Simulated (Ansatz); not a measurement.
Input file:

```yaml
crystal:
  periodic: [false, false, false]
  atoms:
    - {symbol: Ge, position_ang: [-0.000008, -0.121823, 2.729775]}
    - {symbol: Ge, position_ang: [-0.000015, -0.054440, 0.398639]}
    - {symbol: N, position_ang: [-0.000002, -0.335637, -1.280045]}
    - {symbol: H, position_ang: [0.000025, 0.511900, -1.848369]}
basis:
  gaussian: {orbitals: cc-pVDZ}
magnetization: {spin_polarized: false, initial_magnetization: 2}
correlation: {method: ccsdt_q, electrons: outside_noble_gas}
```

```sh
$ ansatz run in.yaml --threads 1 --pin off --events-out ev --progress --plain --max-ram 2393MiB
```

Log:

```
1432 factors; integrals over basis functions are off by at most 1.6e-7 eV
mean field evaluation 1: about -114435.7353 eV, gradient 4.1e1 eV
mean field evaluation 2: about -114435.7766 eV, gradient 4.1e1 eV
mean field evaluation 4: about -114439.6492 eV, gradient 1.5e1 eV
mean field evaluation 8: about -114440.7129 eV, gradient 1.0e0 eV
mean field evaluation 16: about -114440.7345 eV, gradient 2.1e-6 eV
mean field evaluation 32: about -114438.9985 eV, gradient 4.2e0 eV
mean field evaluation 64: about -114440.7322 eV, gradient 2.4e-1 eV
mean field evaluation 96: about -114440.6868 eV, gradient 1.7e0 eV
mean field evaluation 128: about -114439.1704 eV, gradient 9.4e-2 eV
mean field evaluation 160: about -114437.2838 eV, gradient 4.2e-3 eV
...
cycle  16  -9.79124357 eV  change    3.5e-5 eV  update   5.3e-5
cycle  17  -9.79124813 eV  change   -4.6e-6 eV  update   3.1e-5
cycle  18  -9.79124469 eV  change    3.4e-6 eV  update   1.5e-5
cycle  19  -9.79124686 eV  change   -2.2e-6 eV  update   9.0e-6
cycle  20  -9.79125062 eV  change   -3.8e-6 eV  update   5.7e-6
cycle  21  -9.79125314 eV  change   -2.5e-6 eV  update   3.7e-6
cycle  22  -9.79125494 eV  change   -1.8e-6 eV  update   2.1e-6
cycle  23  -9.79125433 eV  change    6.1e-7 eV  update   1.5e-6
cycle  24  -9.79125431 eV  change    2.2e-8 eV  update   7.6e-7
cycle  25  -9.79125332 eV  change    9.8e-7 eV  update   4.5e-7
perturbative correction -0.05004263 eV, -0.0018390329 hartree
Total energy: -114450.57574621 eV, -4205.9810812866 hartree
```

Ran on 1 thread of Arm Neoverse V2, shared host: 3.8 min wall, 1 GiB peak host memory.
